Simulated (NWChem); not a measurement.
System: acetamide (C₂H₅NO); SMILES O=C(N)C

```xyz
9

C      0.0703     1.4098     0.0325
C     -0.1021    -0.1027     0.1369
N      1.0187    -0.8408    -0.1502
O     -1.1670    -0.6200     0.4547
H      1.0850     1.7397    -0.2639
H     -0.1854     1.8605     1.0114
H     -0.6647     1.7971    -0.6999
H      0.9503    -1.8575    -0.0934
H      1.9068    -0.4201    -0.4148
```
Atoms are numbered in this order, from 1.

All runs: NWChem. Pople sets run with spherical d functions. All runs use the structure optimised with PBE-D3(BJ)/def2-SVP. Vzz is the largest principal value of the second derivative of the potential at the nucleus (NWChem prints the opposite sign); η is the asymmetry. Non-relativistic.

For level PBE0/def2-TZVP:

- Vzz N3 (a.u.): -0.904
- η O4: 0.06

Question: Estimate the same quantities for level PBE0/6-31G*.

Answer: Vzz N3 (a.u.): -0.923
η O4: 0.17
